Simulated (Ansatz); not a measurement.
# C2H5NOS: the cost of one run

All numbers below are computed with Ansatz 0.2.0 (RKS B3LYP-D4/def2-SVP).

**1. The system as given**

Bond lengths: N1–C2 1.433 Å, C2–S3 1.690 Å, C2–C4 1.476 Å, C2–O5 1.430 Å, C4–O5 1.399 Å, N1–H6 1.010 Å, N1–H7 1.066 Å, S3–H8 1.319 Å, C4–H9 1.144 Å, C4–H10 1.023 Å. Angles (14 of 17 angles, heavy atoms first): N1–C2–S3 111.4°, N1–C2–C4 125.8°, N1–C2–O5 116.8°, S3–C2–C4 118.5°, S3–C2–O5 115.7°, C4–C2–O5 57.5°, C2–C4–O5 59.6°, C2–O5–C4 62.9°, C2–N1–H6 109.4°, C2–N1–H7 104.7°, C2–S3–H8 100.0°, C2–C4–H9 113.0°, C2–C4–H10 123.7°, O5–C4–H9 112.9°.

Structure file:

```xyz
10

N    -0.6165   -0.0981    1.2317
C     0.1963    0.0882    0.0664
S     1.8162   -0.2799    0.3792
C    -0.2769    0.0512   -1.3316
O    -0.0338    1.2748   -0.6978
H    -0.1676    0.3355    2.0263
H    -1.4325    0.5763    1.1029
H     1.6955   -1.5359    0.7628
H    -1.3919   -0.1897   -1.4209
H     0.2944   -0.2736   -2.1162
```

**2. Relaxing end A**

input.yaml

```yaml
crystal:
  periodic: [false, false, false]
  atoms:
    - { symbol: "N", position_ang: [-0.6165, -0.0981, 1.2317] }
    - { symbol: C, position_ang: [0.1963, 0.0882, 0.0664] }
    - { symbol: S, position_ang: [1.8162, -0.2799, 0.3792] }
    - { symbol: C, position_ang: [-0.2769, 0.0512, -1.3316] }
    - { symbol: O, position_ang: [-0.0338, 1.2748, -0.6978] }
    - { symbol: H, position_ang: [-0.1676, 0.3355, 2.0263] }
    - { symbol: H, position_ang: [-1.4325, 0.5763, 1.1029] }
    - { symbol: H, position_ang: [1.6955, -1.5359, 0.7628] }
    - { symbol: H, position_ang: [-1.3919, -0.1897, -1.4209] }
    - { symbol: H, position_ang: [0.2944, -0.2736, -2.1162] }
basis:
  gaussian: { orbitals: def2-SVP }
hamiltonian:
  xc: b3lyp
  dispersion: d4
relax:
  f_tol: 0.015
  max_steps: 40
```

On the command line:

```console
ansatz run input.yaml --threads 2 --pin off --max-ram 3072MiB --backend cpu --events-out ev --progress --plain --runs-dir out
```

**Question.** How long does this run take on 2 threads of Arm Neoverse V1, shared host, and how much memory does it need?

About 25 s, with a peak of 0.21 GiB.
